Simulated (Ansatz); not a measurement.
Compare A (`C=C=C(C)Cl`) with its isomer B (`C=CC(=C)Cl`).

Program: Ansatz. Geometries: PBE0-D4/def2-TZVP. ΔE: electronic, gas phase. CBS: MP2 limit from def2 TZ/QZ plus the TZ coupled-cluster correction, frozen cores. DFT in def2-TZVPP. B3LYP here is the variant with VWN-RPA as its local correlation; programs differ in this. One conformer a species, not always the lowest.

A:

```xyz
10

C     0.037   -2.075    0.429
C     0.284   -0.832    0.144
C     0.509    0.416   -0.140
C    -0.519    1.489   -0.256
Cl    2.150    0.939   -0.422
H    -0.162   -2.805   -0.351
H     0.028   -2.428    1.456
H    -0.318    2.287    0.462
H    -0.499    1.928   -1.256
H    -1.511    1.080   -0.066
```

B:

Z-matrix (Å, degrees):
```
C
C 1 1.329
H 1 1.083 2 121.6
H 1 1.083 2 120.7 3 180.0
C 2 1.453 1 126.4 3 0.0
H 2 1.087 1 119.9 3 -180.0
Cl 5 1.734 2 117.1 1 -0.0
C 5 1.331 2 123.5 1 180.0
H 8 1.081 5 122.1 2 180.0
H 8 1.083 5 119.4 2 -0.0
```

Task: Which is lower in electronic energy at CCSD(T)/CBS, and by how much? (An estimate is asked.)

Result: Ansatz gave: B, by 59.2 kJ/mol.

Task: Give E(B) − E(A) in kJ/mol with CCSD/def2-TZVPP, CCSD(T)/def2-TZVPP, B3LYP-D4, B2PLYP, r2SCAN-D4, B3LYP, PBE0-D4. (Estimate.)

Result: Ansatz gave: CCSD/def2-TZVPP -56.5, CCSD(T)/def2-TZVPP -57.9, B3LYP-D4 -52.2, B2PLYP -53.8, r2SCAN-D4 -51.8, B3LYP -49.3, PBE0-D4 -51.2. None reverses the order clearly.

Largest T1 diagnostic: 0.011.

From PBE to PBE0 (25 % exact exchange), in def2-TZVPP and without D4, E(B) − E(A) moves by −3.5 kJ/mol.
